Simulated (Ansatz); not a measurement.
# BH$_{3}$, triplet: from triple and quadruple zeta to the limit

```yaml
atoms:
  - { symbol: B, position_ang: [-0.1149, 0.0000, 0.0891] }
  - { symbol: H, position_ang: [0.3114, 0.5391, -0.9919] }
  - { symbol: H, position_ang: [0.6095, 0.0000, 1.0286] }
  - { symbol: H, position_ang: [0.3113, -0.5391, -0.9919] }
```

Ansatz 0.2.0, UHF determinant, valence electrons correlated. Energies in eV.

| set | X | functions | Hartree–Fock | MP2 correlation | CCSD(T) correlation | time |
| --- | --- | --- | --- | --- | --- | --- |
| def2-TZVPPD | 3 | 88 | -714.8657 | -2.8295 | -3.4669 | 5 s on 1 × NVIDIA H100 80GB HBM3 with 1 thread of AMD EPYC 7R13 Processor (Zen 3), with other jobs on the host |
| def2-QZVPPD | 4 | 162 | -714.9089 | -2.9861 | -3.5910 | 3.6 s on 1 × NVIDIA H100 80GB HBM3 with 1 thread of AMD EPYC 7R13 Processor (Zen 3), on a shared host |

Hartree–Fock is taken to follow E(X) = E∞ + A·exp(−7.88·√X), correlation E(X) = E∞ + B·X^−2.97.

Cautions: lower spins were not checked.

Work out the CCSD(T) energy at the limit, and how far the shortcut misses it that extrapolates MP2 and adds CCSD(T) minus MP2 from the smaller set.

Hartree–Fock: E∞ = E4 + 0.1377·(E4 − E3) = -714.9148. Correlation: E∞ = E4 + 0.7407·(E4 − E3) = -3.6830 for CCSD(T) and -3.1021 for MP2. The limit is -718.5978 eV, 0.098 eV below def2-QZVPPD. The shortcut gives a correlation energy of -3.1021 + (-0.6375) = -3.7396, 57 meV lower than the direct value.
